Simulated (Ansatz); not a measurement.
CH4AlCl, SMILES `[AlH2][CH2]Cl`. Total charge 0; spin multiplicity 1.

```xyz
7

Al    0.411   -0.454    0.940
C    -0.272    0.220   -0.780
Cl   -0.965    1.865   -0.622
H     0.346    0.439    2.242
H     1.025   -1.919    0.952
H    -1.056   -0.422   -1.190
H     0.510    0.271   -1.542
```

Give the diagnostics of a CCSD(T)/def2-TZVPP run (frozen core, Ansatz 0.2.0). (Best estimate.)

The calculation gave: T1 = 0.0092, largest single amplitude 0.009, largest double 0.031, (T) share of the correlation energy 3.7 %, 9 CCSD cycles. The RHF solution is stable towards an unrestricted one. T1 lies under the customary mark of 0.02 for closed shells.
